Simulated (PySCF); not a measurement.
Dissociation curve of HF, singlet. Each curve is given relative to its own lowest point near equilibrium.

```
R / Å      A      B      C
-----  -----  -----  -----
0.74    48.8   55.9   57.1
0.79    19.8   24.8   25.7
0.84     5.0    7.8    8.3
0.87     1.0    2.6    2.9
0.89     0.0    0.7    0.9
0.92     0.5    0.0    0.0
0.96     4.2    2.0    1.8
0.97     5.6    3.0    2.7
1.02    14.6    9.9    9.3
1.07    26.1   19.3   18.5
1.14    45.0   35.2   34.2
1.25    77.5   63.1   61.9
1.38   116.5   96.0  120.5
1.50   150.6  124.2  164.2
1.65   189.5  154.7  192.9
1.86   236.5  187.8  211.0
2.03   268.5  206.9  217.5
2.28   307.2  225.0  221.7
2.46   329.9  232.9  223.1
2.77   361.0  240.2  224.0
3.24   394.0  244.6  224.5
3.64   412.6  246.0  224.6
```

Energies in mEh.

Question: Match the curves with the methods CCSD on RHF/cc-pVTZ, 1 core orbital frozen run with PySCF; RHF/cc-pVTZ in PySCF; MP2 on UHF/cc-pVTZ, 1 core orbital frozen run with PySCF.

Answer: A is RHF; B is RCCSD; C is UMP2.

The unrestricted determinant behind UMP2 is spin-contaminated at 1.38 to 3.64 Å (<S²> up to 1.0, against 0.00 for a pure singlet). The restricted form behind RHF keeps the bonding electrons paired and can't separate into open-shell fragments. The T1 diagnostic of CCSD on the restricted reference of RCCSD exceeds 0.045 at 2.03 to 3.64 Å.
